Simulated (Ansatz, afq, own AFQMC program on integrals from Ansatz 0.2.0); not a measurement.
# Where AFQMC and coupled cluster stand for GaBr⁺, quartet

```xyz
2

Ga    0.0000    0.0000    0.0000
Br    0.0000    0.0000    8.4680
```

Basis cc-pVDZ. Noble-gas cores (and the filled d shells of Ga–Kr and In–Xe) are frozen. Ansatz 0.2.0 and our own AFQMC program on the same integrals; the CISD trial comes from CCSD amplitudes, and released means the phaseless constraint is let go. Error bars are statistical, one sigma. No spin–orbit coupling.

Determinant: UHF, the one that the program's search chose, which needn't be the lowest solution. The geometry is a point of a scan.

No full CI on the walks' own integrals is used here; CCSDT(Q) serves as the reference and is uncertain by about the last step of the cluster series.

Cautions: no relativity below Rb; no spin-orbit coupling; inner d shell frozen; lower spins were not checked; the released energies move by 1.5 errors or more from one time to the next, so no released level is given (meV from the phaseless value at times in 1/Eh: -6 ± 4 at 0.24, -3 ± 3 at 0.51, 1 ± 4 at 0.99, 6 ± 3 at 1.62, -6 ± 4 at 2.40), though the last usable value meets CCSDT(Q) within the noise.

```
T1 diagnostic                               : 0.0045
weight of the determinant in the CISD state : 0.947
⟨S²⟩ of the determinant                     : 3.757
size of the correlated space                : 9 electrons in 26 orbitals
```

Reference: CCSDT(Q), correlation energy -3.025 eV.

| level | E − E(reference) (kJ/mol) | share of correlation (%) |
| --- | --- | --- |
| HF | 291.9 | 0.00 |
| MP2 | 44.2 | 84.87 |
| CCSD | 3.0 | 98.98 |
| CCSD(T) | 0.8 | 99.74 |
| CCSDT | 0.4 | 99.88 |
| ph-AFQMC/HF | 9.3 ± 2.6 | 96.81 |
| ph-AFQMC/CISD | 0.0 ± 0.3 | 99.99 |
